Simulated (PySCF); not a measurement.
**Working out the ionisation energy of Ar**

Ar [Ar] (1S) → Ar⁺ [Ne] 3s2 3p5 (2P). Calculation: PySCF 2.14, in aug-cc-pwCVTZ; no relativity, point nucleus. Frozen: 1s2. Energies in hartree (1 hartree = 27.21139 eV):

```tsv
part	Ar (lower)	Ar⁺ (upper)
UHF	-526.813355	-526.278431
CCSD correlation	-0.510766	-0.473716
(T)	-0.010323	-0.008120
```

Task: What does Hartree-Fock give?

Result: (-526.278431) − (-526.813355) = 0.534924 hartree = 14.556 eV.

Task: What do CCSD and CCSD(T) give?

Result: The CCSD correlation energies differ by 0.037050 hartree = 1.008 eV and the triples by 0.002203 hartree = 0.060 eV, so CCSD gives 15.564 eV and CCSD(T) 15.624 eV.

Measured between the centres of the two terms (NIST): 15.819 eV, so CCSD(T) (valence and next inner shell) is off by -0.195 eV.

What remains against the reference includes basis incompleteness, the frozen core and higher excitations.
